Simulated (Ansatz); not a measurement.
**CH₃Al (triplet): from Hartree-Fock to the top rungs, cc-pVDZ**

Aim: climb from Hartree-Fock through coupled cluster and multireference methods for CH₃Al (triplet) at one geometry and basis, and see what each rung misses.

Program: Ansatz 0.2.0, Gaussian basis. Level of theory: cc-pVDZ, core rule «outside noble gas», up to 6 orbitals frozen. These are calculated values, not measurements.

Plan: UHF; CCSD(T) on ROHF; CCSD(T) on UHF; BCCD(T) on ROHF; CISD; CCSDT(Q) on ROHF; CCSDT(Q) on UHF; CASSCF and MRCISD+Q, 10 electrons in 11 orbitals; CASSCF and MRCISD+Q(relaxed), 10 electrons in 11 orbitals; CASSCF and NEVPT2, 10 electrons in 11 orbitals.

5 further runs of the same task are left out: 3 for a known fault of the program, 2 set aside as unsound or not needed.

### 1 The system

The geometry is a PBE0/def2-TZVP stationary point (not a proven minimum) of the parent state, kept for this charge and spin.

5 atoms, charge 0, spin multiplicity 3.

Atoms are counted from 1 here; the program's logs count them from 0.

Bond lengths: Al1–C2 1.845 Å, Al1–H3 1.583 Å, Al1–H4 1.583 Å, C2–H5 1.084 Å. Angles: C2–Al1–H3 115.2°, C2–Al1–H4 115.2°, H3–Al1–H4 129.7°, Al1–C2–H5 180.0°.

As a file:

```xyz
5
CH3Al
Al    0.0000    0.0000    0.5654
C     0.0000    0.0000   -1.2797
H     0.0000    1.4325    1.2385
H     0.0000   -1.4325    1.2385
H     0.0000    0.0000   -2.3633
```

### 2 UHF

in.yaml

```yaml
crystal:
  periodic: [false, false, false]
  atoms:
    - {symbol: Al, position_ang: [0.000000, 0.000000, 0.565388]}
    - {symbol: C, position_ang: [0.000000, 0.000000, -1.279659]}
    - {symbol: H, position_ang: [0.000000, 1.432477, 1.238502]}
    - {symbol: H, position_ang: [0.000000, -1.432476, 1.238502]}
    - {symbol: H, position_ang: [0.000000, 0.000000, -2.363348]}
basis:
  gaussian: {orbitals: cc-pVDZ}
magnetization: {spin_polarized: true, initial_magnetization: 2}
hamiltonian: {xc: hf}
output: {orbitals: {seedname: orbitals}}
```

The run is started by

```console
ansatz run in.yaml --threads 1 --pin off --events-out ev --progress --plain --max-ram 4096MiB --backend cpu
```

After this run come: CCSD(T) on ROHF; CCSD(T) on UHF; BCCD(T) on ROHF; CISD; CCSDT(Q) on ROHF; CCSDT(Q) on UHF; CASSCF and MRCISD+Q, 10 electrons in 11 orbitals; CASSCF and MRCISD+Q(relaxed), 10 electrons in 11 orbitals; CASSCF and NEVPT2, 10 electrons in 11 orbitals.

Q: Predict the results of all the runs planned. Wanted: UCCSDT(Q) below the RHF energy; RMP2 from UCCSDT(Q); UMP2 from UCCSDT(Q); RCCSD from UCCSDT(Q); RCCSD(T) from UCCSDT(Q); UCCSD(T) from UCCSDT(Q); RCCSDT(Q) from UCCSDT(Q); NEVPT2 valence from UCCSDT(Q); MRCISD+Q valence from UCCSDT(Q).

The runs gave:

| quantity | value |
| --- | --- |
| UCCSDT(Q) below the RHF energy | -5.4137 eV |
| RMP2 from UCCSDT(Q) | +25.44 kcal/mol |
| UMP2 from UCCSDT(Q) | +25.46 kcal/mol |
| RCCSD from UCCSDT(Q) | +2.94 kcal/mol |
| RCCSD(T) from UCCSDT(Q) | +0.67 kcal/mol |
| UCCSD(T) from UCCSDT(Q) | +0.65 kcal/mol |
| RCCSDT(Q) from UCCSDT(Q) | +0.02 kcal/mol |
| NEVPT2 valence from UCCSDT(Q) | +20.75 kcal/mol |
| MRCISD+Q valence from UCCSDT(Q) | +0.29 kcal/mol |
| MRCISD+Q(relaxed) valence from UCCSDT(Q) | -0.47 kcal/mol |
| levels within 1 kcal/mol (43 meV) | RCCSD(T), UCCSD(T), BCCD(T), RCCSDT, UCCSDT, RCCSDT(Q), MRCISD+Q valence, MRCISD+Q(relaxed) valence |
| T1 diagnostic | 0.019 |
| effectively unpaired electrons | 2.02 |

RCCSD(T) misses by +0.67 kcal/mol, 0.5 % of the correlation energy. One determinant dominates. Of the multireference levels listed MRCISD+Q valence comes nearest in total energy (+0.29 kcal/mol), which doesn't show that its space is the better one. These misses are within one basis, not against nature; the frozen cores of restricted and unrestricted runs differ, which can shift their rows.
